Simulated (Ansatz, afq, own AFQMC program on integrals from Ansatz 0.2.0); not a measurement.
# Atomization energy of BNH, doublet

```xyz
3

B     0.0000    0.0000    1.1532
N     0.0000    0.0000   -0.0803
H     0.0000    0.0000   -1.0729
```

Connectivity, by distances: B–NH.

Atoms in their ground-state spins without spin–orbit coupling (mostly on UHF) minus the molecule (UHF), without zero-point energy. The geometry is a stationary point, not shown to be a minimum.

Basis cc-pVDZ. Only valence electrons are correlated. Integrals, coupled cluster, full CI and functionals: Ansatz 0.2.0; the random walks run on the same integrals in our own AFQMC program. ph-AFQMC/CISD is guided by a CISD state made of CCSD amplitudes; releasing the constraint for a short imaginary time cuts its bias at the price of noise, slowly where states lie close. ± is one standard error of the sampling. The errors of all members are added in quadrature.

No full CI on the walks' own integrals is used here; CCSDT(Q) serves as the reference and is uncertain by about the last step of the cluster series. Each member takes its own surest rung, up to full CI.

Errors are counted within cc-pVDZ, not against nature.

Cautions: BNH (doublet): unrestricted determinant slightly spin contaminated (⟨S²⟩ 0.85 against 0.75), its ph-AFQMC/CISD value lies 45 ± 15 meV above CCSDT(Q); other spins of the molecule weren't checked.

Reference (CCSDT(Q)): 872.4 kJ/mol.

```csv
level,atomization energy (kJ/mol),error against CCSDT(Q) (kJ/mol)
HF,620.1,-252.3
MP2,910.6,38.2
CCSD,849.4,-23.1
CCSD(T),868.9,-3.5
ph-AFQMC/HF,890.1 ± 8.4,17.7 ± 8.4
ph-AFQMC/CISD,868.4 ± 1.5,-4.0 ± 1.5
released AFQMC,870.8 ± 2.0,-1.6 ± 2.0
```

Correlation beyond CCSD(T) adds 3.5 kJ/mol. The perturbative (T) step is worth +19.6 kJ/mol.

A walk keeps the symmetry of its determinant, which the program's search chose and which needn't be the lowest solution, so a lower state of the same spin and another symmetry isn't excluded. Released energies are given only where the last usable release times agree within the noise; a slower fall can still hide under it.
